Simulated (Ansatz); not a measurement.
A made-up structure of CH$_{4}$NSi, doublet:

C1  (-1.318, -0.453, -1.082)
Si2  (-0.261, 0.428, -0.152)
N3  (1.020, -0.166, 0.776)
H4  (-2.010, -1.003, -1.687)
H5  (-0.306, 1.896, -0.013)
H6  (1.618, 0.438, 1.313)
H7  (-0.910, 0.135, 1.076)
(Å)

It is relaxed with PBE-D4/def2-SVP and then PBE0-D4/def2-TZVP (Ansatz 0.2.0). Atoms count as bonded within 1.22 times the sum of their covalent radii (H–H: 0.88 Å). The end point is not checked to be a true minimum.

(1) Does its bonding change? (Judge from chemistry; the calculation decides.)

## Answers

(1) The calculation gives: Yes. Formed: C1–N3; broken: none.

Where it ends: The first stage lowers the energy by 3.95 eV in 29 steps. It ends as CH₄NSi ([CH]1[NH][SiH2]1):
```tsv
atom	x (Å)	y (Å)	z (Å)
C1	-0.5220	-0.3964	-0.8112
Si2	-0.7696	0.7926	0.4757
N3	0.4824	-0.3811	0.1792
H4	-0.7443	-1.1853	-1.5132
H5	-0.5335	2.2314	0.2133
H6	1.4728	-0.3756	-0.0281
H7	-1.5529	0.5891	1.7158
```

Labels in which every atom is bracketed show which atoms are joined, not bond orders.

For scale, one of the runs: PBE0-D4/def2-TZVP relaxation, 123 basis functions, launched by `ansatz run in.yaml --threads 2 --pin off --events-out ev --progress --plain --max-ram 4352MiB`. The run took about 23 s on 2 CPU threads of an Arm Neoverse V2 (shared host).
